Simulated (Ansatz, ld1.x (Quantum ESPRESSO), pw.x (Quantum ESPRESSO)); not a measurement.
calcium (Ca): one change to the RRKJ potential, in the atom and in the fcc crystal

```json
{"Element": "calcium", "Generator": "ld1.x (Quantum ESPRESSO) 7.5", "Type": "norm-conserving RRKJ (Kleinman–Bylander form)", "Functional": "LDA (PW92)", "Relativity": "scalar-relativistic", "Frozen core": "[Ar]", "Valence charge": "2", "Reference configuration": "3d0 4s1 4p1", "Partial waves": "4p (bound): rc 4.20 bohr; 3d (bound, empty): rc 2.55 bohr; 4s (bound): rc 2.50 bohr", "Local potential": "the s channel", "Core correction": "none"}
```

Change: all radii scaled by about 1.25 (s 3.12, p 5.24, d 3.18 bohr).

Cutoffs, loose and tight: the cutoffs (Ry, on a coarse ladder) from which the occupation-weighted sum of valence levels, in a spherical-Bessel basis at the reference potential, stays within 10 and 1 mRy of its value at 400 Ry. They do not see the model core or the augmentation charge, which bear on the density cutoff. Test errors are all-electron minus pseudo excitation energies from the reference, over the configurations 3d0 4s2 4p0; 3d0 4s1 4p0; 3d0 4s1.5 4p0; 3d1 4s0 4p0; 3d1 4s1 4p0; 3d0.5 4s1.5 4p0; 3d0 4s0 4p2 (two spin-polarised tests are not counted in the largest error); variants that change the core or the reference have their own tests.

Crystal test: fcc Ca in pw.x 7.5, no spin, 11³ k-points, Fermi–Dirac smearing 0.01 Ry, cutoffs set for each file from its atomic test. The reference is all-electron LAPW (Ansatz 0.2.0) with the same functional, mesh and smearing; V0 and B0 come from Birch–Murnaghan fits to the pressures at five volumes. Errors are pseudo minus all-electron; Δ is the rms difference of the E(V) curves that follow from these fits, minima aligned, over ±6 % about the mean V0. Mesh and smearing are coarse, so the numbers serve the comparison and aren't converged zero-temperature values; the lattice is a test structure that the element need not adopt.

All-electron: a0 = 5.345 Å (V0 = 38.17 Å³/atom), B0 = 19.5 GPa.

Does the change bring the crystal closer to the all-electron result?

The mean pressure error goes from -2.69 to -2.62 GPa, a small move against the size of the error. Neither pressure curve crosses zero within the volumes sampled, so no fits are given.

| quantity | base | changed |
| --- | --- | --- |
| outcome (atom) | generated | generated |
| cutoff, loose (atom) | 8 Ry | 6 Ry |
| cutoff, tight (atom) | 15 Ry | 8 Ry |
| bound ghosts (atom) | none | none |
| largest test error (meV) (atom) | +1036 | +713 over the solved tests; 1 of 9 tests not solved or not reliable |
| cutoffs in pw.x (Ry) | 35/140 | 35/140 |
| mean pressure error (GPa) | -2.69 | -2.62 |

Base: The largest radius (4.20 bohr) exceeds half the bond length (3.57 bohr), so the spheres overlap, which is one possible source of error among others. This is a poor potential for the solid. The logarithmic derivative shows an extra or strongly shifted pseudo pole above the reference energy (s near 1.56 Ry). The cutoffs count occupied waves only; the empty 3d level needs 21 Ry at the loose tolerance. Changed file: The largest radius (5.24 bohr) exceeds half the bond length (3.57 bohr), so the spheres overlap, which is one possible source of error among others. This is a poor potential for the solid. Atomic configuration tests: 1 of 9 tests not solved or not reliable. The cutoffs count occupied waves only; the empty 3d level needs 15 Ry at the loose tolerance. The atomic cutoffs weigh occupied waves only.
